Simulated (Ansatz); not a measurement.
System: Cs₂AgBiBr₆ (Fm-3m, No. 225). Method: PBE in Ansatz (PAW).

Run with plane-wave cutoff 520 eV, 6×6×6 k mesh, Fermi–Dirac smearing 0.01 eV, no spin polarisation, scalar-relativistic PAW data made under PBE.

Cell (relaxed at this level):

```
AgBiCs2Br6
1.0
    0.00000     5.73851     5.73851
    5.73851     0.00000     5.73851
    5.73851     5.73851     0.00000
Bi Cs Ag Br
1 2 1 6
Direct
  0.00000   0.00000   0.00000
  0.75000   0.75000   0.75000
  0.25000   0.25000   0.25000
  0.50000   0.50000   0.50000
  0.74863   0.74863   0.25137
  0.25137   0.25137   0.74863
  0.74863   0.25137   0.25137
  0.25137   0.74863   0.74863
  0.74863   0.25137   0.74863
  0.25137   0.74863   0.25137
```

Estimate the bulk modulus B0 that the calculation returns.


* **bulk modulus B0**: 20.7 GPa

Note: the bulk modulus is −V dP/dV from two relaxed cells at ±2 % in volume; the volume lies 7 % above that of the published cell.

Spin–orbit coupling is not included; it can shift volumes and moduli of such heavy elements.

Ansatz is a quantum-chemistry and plane-wave program.
